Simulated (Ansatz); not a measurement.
**TeBr2: structure and electronic state**

What does TeBr2 look like as a singlet, and where do its frontier electrons sit?

Method: RKS PBE0-D4/def2-TZVP; program: Ansatz 0.2.0, Gaussian basis.

Levels to be run: relaxation at r2SCAN-D4/def2-TZVP; a search for the lowest solution at PBE0-D4/def2-SVP; a single point at PBE0-D4/def2-TZVP; harmonic vibrations at r2SCAN-D4/def2-TZVP.

1 further run of the same task is left out (set aside as unsound or not needed). Runs told in other sessions of the task aren't counted.

## 1. Where the work starts

3 atoms, charge 0, spin multiplicity 1.

Atoms are counted from 1 here; the program's logs count them from 0.

Bond lengths: Te1–Br2 2.485 Å, Te1–Br3 2.485 Å. Angles: Br2–Te1–Br3 97.6°.

Te takes a core potential in the def2 sets. No spin-orbit coupling is included.

The start is a GFN2-xTB geometry.

## 2. Relaxation at r2SCAN-D4/def2-TZVP

The input, in.yaml:

```yaml
crystal:
  periodic: [false, false, false]
  atoms:
    - {symbol: Te, position_ang: [0.005210, -0.007100, -1.090570]}
    - {symbol: Br, position_ang: [1.867550, -0.018160, 0.554320]}
    - {symbol: Br, position_ang: [-1.872760, 0.025250, 0.536250]}
basis:
  gaussian: {orbitals: def2-TZVP}
hamiltonian: {xc: r2scan, dispersion: d4}
scf: {lower_state_search: "off"}
output: {orbitals: {seedname: orbitals}}
relax: {f_tol: 0.02, max_steps: 100}
```

Command:

```
> ansatz run in.yaml --threads 4 --pin off --events-out ev --progress --plain --max-ram 3916MiB
```

After this run come: Searching for the lowest solution, PBE0-D4/def2-SVP; Single point, PBE0-D4/def2-TZVP; Vibrations by finite differences.

**Question.** What will the summary of the whole plan be? Wanted: point group; commonest bond; HOMO, LUMO at PBE0-D4/def2-TZVP; dipole at r2SCAN-D4/def2-TZVP; lowest, highest wavenumber.

**Answer**, as computed:

```
                       quantity                            value
                    point group                              C2v
                 commonest bond  Br–Te, 2 of mean length 2.490 Å
HOMO, LUMO at PBE0-D4/def2-TZVP                  -6.56, -2.99 eV
  dipole at r2SCAN-D4/def2-TZVP                           1.45 D
     lowest, highest wavenumber                     82, 259 cm⁻¹
```

**Reading.** The molecule keeps its bonding pattern by the stored test; the atoms moved 0.05 Å (rms). All wavenumbers are real: a minimum at this level. The HOMO lies nearest to Te1 69 %; Br2, Br3 about 16 % each and the LUMO to Te1 55 %; Br2, Br3 about 23 % each.
